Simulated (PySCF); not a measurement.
Molfile (atoms numbered from 1):
```
F2S2
     RDKit          3D

  4  3  0  0  0  0  0  0  0  0999 V2000
   -1.7178    0.5206    0.6590 F   0  0  0  0  0  0  0  0  0  0  0  0
   -0.9168   -0.5565   -0.2976 S   0  0  0  0  0  0  0  0  0  0  0  0
    0.9252   -0.5638    0.2519 S   0  0  0  0  0  0  0  0  0  0  0  0
    1.7094    0.5997   -0.6133 F   0  0  0  0  0  0  0  0  0  0  0  0
  1  2  1  0
  2  3  1  0
  3  4  1  0
M  END
```

Geometry: PBE0-D3(BJ)/def2-SVP; GIAO absolute shieldings from PySCF, gas phase, non-relativistic, averaged over equivalent atoms.

At PBE0/pcSseg-1 (82 basis functions, 3 s wall time on 1 thread of an Arm Neoverse V2, shared host):
```tsv
atoms	σ (ppm)
F1/F4	345.8
S2/S3	-137.3
```

What do these become at KT3/pcSseg-2?

## Answers


```
atoms  σ at KT3/pcSseg-2  change
F1/F4              290.1   -55.7
S2/S3              -99.4   +37.9
```

The largest change is at F1/F4 (fluorine bonded to S). Cost: 158 basis functions, 8.5 s wall time on 1 thread of an Arm Neoverse V2, shared host.
